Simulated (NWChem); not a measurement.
# Na, doublet

All runs: NWChem. Spin-unrestricted. No stability test was run on the SCF state.

Problem. Predict the results for RPBE/def2-SVP. Quantities: highest occupied level (eV); lowest empty minus highest occupied level, either spin (eV); <S²>.

Solution. 
```json
{
  "highest occupied level (eV)": "-2.96",
  "lowest empty minus highest occupied level, either spin (eV)": "1.36",
  "<S²>": "0.750"
}
```
